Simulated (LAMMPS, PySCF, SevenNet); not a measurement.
# Rock-salt LiCl: properties by level of theory

Reference values: lattice constant a 5.07 Å (measured, static lattice: zero-point anharmonic expansion removed, sources range from 5.056 to 5.072; as tabulated in Mejia-Rodriguez and Trickey (2018), arXiv:1807.09216); bulk modulus 38.7 GPa (measured, 0 K value with the zero-point phonon effect removed, sources range from 37.3 to 38.7; as tabulated in Mejia-Rodriguez and Trickey (2018), arXiv:1807.09216).

```csv
level (code),equilibrium lattice constant a (Å),bulk modulus B0 (GPa)
"ionic model catlow1977 (shell model, LAMMPS)",5.049,40.5
SevenNet-l3i5 (SevenNet),5.158,31.3
PBE (PySCF),5.157,31.7
Hartree–Fock (PySCF),5.248,30.2
```

Differences from the reference values (errors of the level alone only where the reference is corrected to a static lattice):

```tsv
level	lattice constant a (%)	bulk modulus (%)
ionic model catlow1977	-0.41	+4.7
SevenNet-l3i5	+1.74	-19.1
PBE	+1.72	-18.1
Hartree–Fock	+3.51	-22
```

Nearest: lattice constant a, PBE or SevenNet-l3i5; bulk modulus, PBE or SevenNet-l3i5. Empirical potentials aren't ranked on values they can be fitted to.

Empirical potentials (ionic model catlow1977) are fitted to chosen data, which need not cover the solid at hand: agreement can be built in, and what lay outside the fit can be far off. Machine-learned potentials (SevenNet-l3i5) are trained on DFT data, which may include these solids.

Differences are worked out from the printed values.
